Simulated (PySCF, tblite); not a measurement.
System: H₃N, singlet: umbrella (inversion) coordinate, bond length relaxed. Scanned: angle between the N-H bonds and the threefold axis (90 = planar). Other coordinates (N-H bond length) were minimised at PBE0/def2-TZVP.

GFN2-xTB, 300 K electronic temperature (tblite); CCSD(T) on RHF/cc-pVTZ, 1 core orbital frozen (PySCF).

Energies relative to the lowest point of each profile, in kJ/mol; the last columns give the difference from CCSD(T):

| a / ° | GFN2-xTB | CCSD(T) | GFN2-xTB − CCSD(T) |
|---|---|---|---|
| 90 | 25.6 | 26.6 | -1.0 |
| 93 | 24.5 | 25.7 | -1.1 |
| 96 | 21.3 | 22.9 | -1.6 |
| 99 | 16.6 | 18.7 | -2.1 |
| 102 | 11.1 | 13.5 | -2.4 |
| 105 | 5.8 | 8.2 | -2.4 |
| 108 | 1.8 | 3.6 | -1.8 |
| 111 | 0.0 | 0.5 | -0.5 |
| 114 | 1.6 | 0.0 | 1.6 |
| 117 | 7.5 | 2.9 | 4.6 |
| 120 | 18.7 | 10.0 | 8.7 |
| 123 | 36.1 | 22.2 | 13.9 |
| 126 | 60.6 | 40.3 | 20.3 |
| 129 | 93.0 | 64.9 | 28.1 |
| 132 | 134.3 | 96.9 | 37.4 |

GFN2-xTB is furthest from CCSD(T) at 132 (37.4 kJ/mol, above); its mean absolute difference over the points is 8.5 kJ/mol.
